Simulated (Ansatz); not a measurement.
Reaction (SMILES): S=C=S → C atom + 2 S atom
B3LYP-D3(BJ)/def2-TZVP geometries, fixed; electronic energies without zero-point terms.

Basis-set convergence of the atomisation energy at MP2 with Ansatz (a program for electronic structure). Cartesian d functions, on some or all atoms, in 6-311G**; all else is spherical. Cores are frozen. Open shells are unrestricted. No added dispersion term, no relativity. Functions are those of the species that has most. Reference: Hartree-Fock in aug-cc-pV(5+d)Z plus the correlation part extrapolated as X^-3 from aug-cc-pV(Q+d)Z and aug-cc-pV(5+d)Z, 299.20 kcal/mol, itself unsure by roughly 0.90 kcal/mol (a third of the extrapolation step and of the last Hartree-Fock step). Deviations are taken from unrounded values.

| basis | functions | atomisation energy (kcal/mol) | minus reference (kcal/mol) |
|---|---|---|---|
| pcseg-0 | 35 | 202.95 | -96.25 |
| def2-SVP | 50 | 271.84 | -27.36 |
| 6-311G** | 72 | 268.87 | -30.33 |
| def2-SVPD | 74 | 271.65 | -27.55 |
| aug-cc-pV(D+d)Z | 87 | 271.15 | -28.05 |
| 6-311++G(2d,2p) | 97 | 272.40 | -26.81 |
| def2-TZVP | 105 | 286.43 | -12.77 |
| def2-TZVPD | 129 | 286.75 | -12.45 |
| 6-311++G(3df,3pd) | 133 | 288.04 | -11.16 |
| jun-cc-pV(T+d)Z | 135 | 286.31 | -12.90 |
| aug-pcseg-2 | 146 | 288.37 | -10.83 |
| aug-cc-pV(T+d)Z | 156 | 287.62 | -11.59 |
| pcseg-3 | 188 | 293.23 | -5.97 |
| def2-QZVPP | 197 | 292.96 | -6.24 |
| aug-cc-pV(Q+d)Z | 258 | 294.05 | -5.16 |
| aug-pcseg-3 | 263 | 293.71 | -5.49 |
| cc-pV(5+d)Z | 291 | 295.96 | -3.24 |
| pcseg-4 | 311 | 296.03 | -3.17 |
